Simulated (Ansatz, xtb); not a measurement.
**C4H8N2: 9 structures ranked**

9 gas-phase structures of C4H8N2, from a drawn sample of its isomers (lower ones may exist). Each was relaxed with GFN2-xTB:

A. `C=C(N)/C=C/N`, a singlet
B. `C=C/C(N)=C/N`, a singlet
C. `N/C=C/C=C/N`, a singlet
D. `C=CC=C(N)N`, a singlet
E. `C=C/C(N)=C\N`, a singlet
F. `N/C=C\C=C\N`, a singlet
G. `C=C(N)C(=C)N`, a singlet
H. `C=C(N)/C=C\N`, a singlet
I. `N/C=C\C=C/N`, a singlet

Task: Which do you expect lowest at r2SCAN-D4/def2-SVP, and how would the others follow?

Result: Calculated order at r2SCAN-D4/def2-SVP: D (0.000), H (0.078), A (0.091), I (0.122), F (0.136), C (0.145), B (0.192), G (0.201), E (0.375) eV. Less than 1 kcal/mol parts H and A; A and I; I and F; F and C; B and G, so the order within those pairs means little.

Energies above the lowest of each column, in eV; the last columns are at B3LYP-D3(BJ)/def2-SVP geometries and were run for some of them only (a dash: not run or not comparable):

```tsv
structure	GFN2-xTB	HF/STO-3G	r2SCAN-D4/def2-SVP	B3LYP-D3(BJ)/def2-SVP	CCSD(T)/def2-SVP + ΔMP2/def2-TZVPP
D	0.000	0.000	0.000	0.000	0.000
H	0.147	0.196	0.078	0.103	0.098
A	0.100	0.126	0.091	0.122	0.116
I	0.146	0.166	0.122	0.166	0.153
F	0.096	0.101	0.136	0.182	0.190
C	0.046	0.058	0.145	0.189	0.211
B	0.268	0.202	0.192	–	–
G	0.191	0.210	0.201	–	–
E	0.309	0.279	0.375	–	–
```

Every level run on D puts it lowest or level with the lowest. Flexible structures stand in one conformer each, not always the lowest. Frequencies (GFN2-xTB) were run for A, C, D, F, H, I alone. ΔMP2 is the change of the MP2 energy from the smaller to the larger basis.

Over these structures GFN2-xTB departs from r2SCAN-D4/def2-SVP by 0.044 eV on average once a common shift is removed. A GFN2-xTB relaxation took about 0.2 s and the r2SCAN-D4/def2-SVP energy about 4.2 s on a shared host (Ansatz 0.2.0, xtb 6.7.1).
